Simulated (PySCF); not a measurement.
C₂H₆S, SMILES CSC (connectivity only; charge and spin as stated), charge +1, multiplicity 2. Atoms are numbered in the order given.

```xyz
9

C      1.3865     0.0000    -0.4785
S      0.0000     0.0000     0.6210
C     -1.3865     0.0000    -0.4785
H      1.3376     0.8927    -1.1105
H      2.2938     0.0000     0.1243
H      1.3376    -0.8927    -1.1105
H     -1.3376     0.8927    -1.1105
H     -2.2938     0.0000     0.1243
H     -1.3376    -0.8927    -1.1105
```
Charge +1, spin multiplicity 2.

Coordinates come from a ωB97X-D3(BJ)/def2-TZVP optimisation. The multiplicity is an assumed one; other spin states were not compared.

Method: ωB97X-D3(BJ)/def2-TZVP (PySCF 2.14.0).

Frequencies are harmonic and unscaled.

| mode | ν (cm⁻¹) | IR (km/mol) | moving atoms (share of kinetic energy) |
|---|---|---|---|
| 1 | 54 | 0.0 | H 98 % |
| 2 | 141 | 0.1 | H 85 % |
| 3 | 291 | 0.1 | C 46 %, H 35 %, S 19 % |
| 4 | 718 | 0.3 | C 64 %, S 23 %, H 13 % |
| 5 | 759 | 3.4 | C 55 %, S 33 %, H 12 % |
| 6 | 833 | 2.1 | H 84 %, C 14 % |
| 7 | 880 | 0.0 | H 85 %, C 15 % |
| 8 | 928 | 1.7 | H 80 %, C 16 % |
| 9 | 1071 | 16.0 | H 71 %, C 23 % |
| 10 | 1342 | 0.5 | H 88 %, C 12 % |
| 11 | 1362 | 27.1 | H 88 %, C 12 % |
| 12 | 1421 | 5.1 | H 95 % |
| 13 | 1422 | 0.0 | H 95 % |
| 14 | 1450 | 47.9 | H 96 % |
| 15 | 1450 | 11.3 | H 96 % |
| 16 | 3047 | 33.2 | H 97 % |
| 17 | 3055 | 13.0 | H 98 % |
| 18 | 3133 | 0.0 | H 91 %, C 9 % |
| 19 | 3136 | 18.1 | H 91 %, C 9 % |
| 20 | 3193 | 4.4 | H 91 %, C 9 % |
| 21 | 3194 | 19.3 | H 90 %, C 10 % |
